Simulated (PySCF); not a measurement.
**Cost of excited-state runs on Diacetylene, C$_{4}$H$_{2}$**

Geometry (Å), atoms numbered from 1 in this order:
```xyz
6

C     1.8539    0.3148    0.0542
C     0.6660    0.1156    0.0892
C    -0.6793   -0.1077    0.1277
C    -1.8671   -0.3077    0.1641
H     2.9015    0.4888    0.0253
H    -2.9147   -0.4819    0.1943
```

PySCF with density fitting, on 1 thread of an Arm Neoverse V1, shared host. Command: `OMP_NUM_THREADS=1 python excited_run.py task.json out`

Question: How long does each of these runs take, and how much memory?
- excited-state relaxation, B3LYP/def2-TZVP; state S1; TDA; with frequencies; grid level 1
- excited-state relaxation, B3LYP/def2-TZVP; state T1; UKS; with frequencies; grid level 1

Answer: 
| run | level | basis functions | wall time | peak memory (GiB) |
| --- | --- | --- | --- | --- |
| excited-state relaxation | B3LYP/def2-TZVP | 136 | 4.5 min | 0.6 |
| excited-state relaxation | B3LYP/def2-TZVP | 136 | 3.2 min | 0.54 |

Times from a shared host are rough.
